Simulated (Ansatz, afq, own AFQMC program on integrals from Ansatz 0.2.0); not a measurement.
Where AFQMC and coupled cluster stand for AlBH$_{2}$, triplet

```xyz
4

B     0.0000    0.0000    1.7315
Al    0.0000    0.0000   -0.5881
H     0.0000   -1.3671   -1.4148
H     0.0000    1.3671   -1.4148
```

Connectivity, by distances: B–AlH2.

Basis 6-31G. Noble-gas cores (and the filled d shells of Ga–Kr and In–Xe) are frozen. Ansatz 0.2.0 and our own AFQMC program on the same integrals; the CISD trial comes from CCSD amplitudes, and released means the phaseless constraint is let go. Free projection: walkers drawn from exp(T), propagated without any constraint. Its projection time is finite, and what remains of the start isn't in its error. Error bars are statistical, one sigma.

Determinant: UHF, the one that the program's search chose, which needn't be the lowest solution. The geometry is a PBE0/def2-TZVP stationary point of this or a neighbouring charge and spin state.

Full CI is exact in this basis; its frozen core comes from its own orbitals, which moves totals by up to a few meV.

Cautions: full CI with its own frozen core.

The T1 diagnostic is 0.0347, the weight of the determinant in the CISD state is 0.898 and the ⟨S²⟩ of the determinant is 2.004. The size of the correlated space is 8 electrons in 20 orbitals.

Reference: full CI, correlation energy -2.431 eV. The released energy is read at 1.50 1/Eh (meV from the phaseless value at times in 1/Eh: -2 ± 5 at 0.24, -12 ± 4 at 0.50, -8 ± 4 at 1.00, -15 ± 5 at 1.50).

```tsv
level	E − E(reference) (meV)	share of correlation (%)
HF	2430.8	0.00
MP2	866.1	64.37
CCSD	94.9	96.09
CCSD(T)	38.1	98.43
CCSDT	4.9	99.80
CCSDT(Q)	1.6	99.93
ph-AFQMC/HF	49.4 ± 18.9	97.97
ph-AFQMC/CISD	21.8 ± 4.0	99.10
released AFQMC	6.8 ± 5.4	99.72
free AFQMC	0.3 ± 5.4	99.99
```

CCSDT and higher add their correlation energy to the determinant of the CCSD(T) run, since their own runs factorise the integrals more tightly (a shift of under 2 meV). Free projections are given only where their last times agree within the noise and don't stop above the reference; a slow remainder of the start can still hide under it. A walk keeps the symmetry of its determinant, which the program's search chose and which needn't be the lowest solution, so a lower state of the same spin and another symmetry isn't excluded. Released energies are given only where the last usable release times agree within the noise; a slower fall can still hide under it.
